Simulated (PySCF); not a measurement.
## Deuteron quadrupole couplings in `C#Cc1c[c+]1C`

Species: C6H5 (charge +1).
SMILES with atom numbers: `[CH:1]#[C:2][c:3]1[cH:4][c+:5]1[CH3:6]` (hydrogens: H7 on C1; H8 on C4; H9, H10, H11 on C6)

Structure used (PBE0-D3(BJ)/def2-SVP), in Å, numbered top down from 1:
```
atom  x, y, z in Å
C1     2.8086   -0.3537   -0.5616
C2     1.6887    0.0970   -0.4250
C3     0.4110    0.5999   -0.2701
C4    -0.4726    1.6505   -0.3000
C5    -0.9321    0.4128    0.0386
C6    -2.0160   -0.4844    0.4140
H7     3.8064   -0.7520   -0.6817
H8    -0.6483    2.7155   -0.4673
H9    -2.4534   -0.8809   -0.5210
H10   -2.8088    0.0529    0.9514
H11   -1.6424   -1.3386    0.9942
```

Level: PBE0/pcSseg-1 (PySCF, non-relativistic); Q(2H) = 0.00286 b; rigid geometry, the same for H and D, with no vibrational averaging.

Question: Rank these positions by the coupling χzz of a deuteron there, largest first.
A. H9 (methyl hydrogen)
B. H8 (hydrogen on carbon)
C. H7 (alkyne hydrogen)
D. H11 (methyl hydrogen)

Answer: C (211 kHz), B (195 kHz), D (190 kHz), A (184 kHz).

What are Vzz, η and χzz (234.96 MHz × Q × Vzz) at all hydrogens?

| atom | bonded to | bond length (Å) | Vzz (au) | η | χzz (kHz) |
| --- | --- | --- | --- | --- | --- |
| H7 | C1 | 1.081 | 0.3138 | 0.04 | 211 |
| H8 | C4 | 1.092 | 0.2905 | 0.05 | 195 |
| H9 | C6 | 1.106 | 0.2744 | 0.06 | 184 |
| H10 | C6 | 1.098 | 0.2833 | 0.05 | 190 |
| H11 | C6 | 1.098 | 0.2834 | 0.05 | 190 |

A static deuteron (I = 1) shows a doublet split by (3/2)χ, (3/4)χ(1 + η) and (3/4)χ(1 − η) with the field along z, y and x of the gradient. What are these for H7?

With |χ| = 210.9 kHz and η = 0.042: 316, 165 and 151 kHz, to first order and without motion.

Geometry: PBE0-D3(BJ)/def2-SVP; no solvent, vibrations or thermal averaging. With so small a basis the couplings can be 20 % off.
